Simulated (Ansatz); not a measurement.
Computed with frozen-core CCSD(T)/cc-pVTZ // PBE-D3(BJ)/def2-TZVP in Ansatz (a first-principles code).

Ansatz 0.2 input:
```yaml
crystal:
  periodic: [false, false, false]
  atoms:
    - { symbol: Cl, position_ang: [2.071144, -0.228457, -0.000468] }
    - { symbol: Al, position_ang: [-0.000016, 0.000003, -0.000001] }
    - { symbol: Cl, position_ang: [-0.83771, 1.907918, -0.000163] }
    - { symbol: Cl, position_ang: [-1.233418, -1.679463, 0.000632] }
basis:
  gaussian: { orbitals: cc-pVTZ }
correlation:
  method: ccsd_t
```

Output:

```
Functional definition: HF
823 factors; integrals over basis functions are off by at most 1.5e-3 eV
mean field evaluation 1: about -44100.5163 eV, gradient 1.9e1 eV
mean field evaluation 2: about -44100.7474 eV, gradient 2.0e1 eV
mean field evaluation 4: about -44101.9865 eV, gradient 1.4e0 eV
mean field evaluation 8: about -44102.0170 eV, gradient 3.2e-5 eV
mean field evaluation 16: about -44100.5159 eV, gradient 1.9e1 eV
mean field -44102.01701062 eV, -1620.7192317194 hartree, gradient 7.8e-7 eV, S^2 0.000000; 0 other end points of the search recorded, 0 dependent functions left out
20 core orbitals not correlated
reference -44102.01701062 eV, -1620.7192317194 hartree; 12, 12 occupied and 104, 104 virtual orbitals, 823 factors
second order -16.98116551 eV of doubles, -0.00000000 eV of singles
cycle   1  -17.88631236 eV  change   -9.1e-1 eV  update   7.1e-2
cycle   2  -18.20967929 eV  change   -3.2e-1 eV  update   1.9e-2
cycle   3  -18.26209097 eV  change   -5.2e-2 eV  update   9.0e-3
cycle   4  -18.25550152 eV  change    6.6e-3 eV  update   2.3e-3
cycle   5  -18.25470662 eV  change    7.9e-4 eV  update   7.0e-4
cycle   6  -18.25462990 eV  change    7.7e-5 eV  update   2.0e-4
cycle   7  -18.25459511 eV  change    3.5e-5 eV  update   5.7e-5
cycle   8  -18.25461401 eV  change   -1.9e-5 eV  update   1.6e-5
perturbative correction -0.75756110 eV, -0.0278398570 hartree
Total energy: -44121.02918573 eV, -1621.4179162677 hartree
```

Cost: around 18 core-seconds (rough).
